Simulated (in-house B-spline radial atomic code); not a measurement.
The numbers below are computed, except where a source is named.
# Light and heavy implants in Si at 5 keV

The pair potential comes from two frozen, spherical free-atom densities (PBE, B-spline radial code, scalar-relativistic past argon): electrostatics plus the change in Thomas-Fermi kinetic and Dirac exchange energy where they overlap, the recipe behind the universal ZBL potential, which averages such potentials (from solid-state densities) over many pairs. It is written V = (Z1 Z2 e²/r) φ(r/a), with e² = 14.3996 eV·Å and a = 0.46850 Å/(Z1^0.23 + Z2^0.23); ZBL's fit is φ = 0.18175 e^(−3.1998x) + 0.50986 e^(−0.94229x) + 0.28022 e^(−0.4029x) + 0.02817 e^(−0.20162x). Where φ falls below 4e-4 it is continued as an exponential.

The target, Si, is taken as amorphous, density 2.329 g/cm³ (NSM archive of the Ioffe Institute); nuclear stopping from classical scattering on these potentials, electronic stopping by Lindhard and Scharff, compounds by atom fraction, projected range from N (S_n + S_e) dR_p/dE = 1 − N S_n (M2/M1) R_p/(2E), which runs up to 8 % short of the full integral equation; no channelling. Lindhard and Scharff's S_e can be off by tens of per cent.

```csv
ion,mass (u),N S_n (eV/nm),N S_e (eV/nm),S_n = S_e at (keV),path (nm),projected range (nm)
B,10.81,95.2,46.3,14,43.6,19.6
C,12.01,123,51,19,36.2,16.6
O,16.0,193,55.3,34,26.6,13.2
Mg,24.3,333,60.3,81,18.2,10.2
P,30.97,435,62.1,130,14.8,9
Cl,35.45,498,62.9,170,13.5,8.48
```

Question: How do the nuclear share and the range change from the lightest ion to the heaviest?

Answer: The nuclear share goes from 67 % for B to 89 % for Cl, and the projected range from 19.6 to 8.48 nm, a factor of 2.3. S_e changes by a factor of 1.36, since the heavy ion is slower but has the larger Z1, while S_n grows 5-fold. The heavy ion also keeps its direction better: R_p is 0.63 of the path, against 0.45.

Question: With a displacement energy of 15 eV taken for illustration, how many displacements per nanometre does P start at entry, by the rule 0.8 E_damage/(2 E_d)?

Answer: Taking all nuclear loss as damage energy, an upper bound, 0.8 × 435/(2 × 15) = 11.6 per nm.
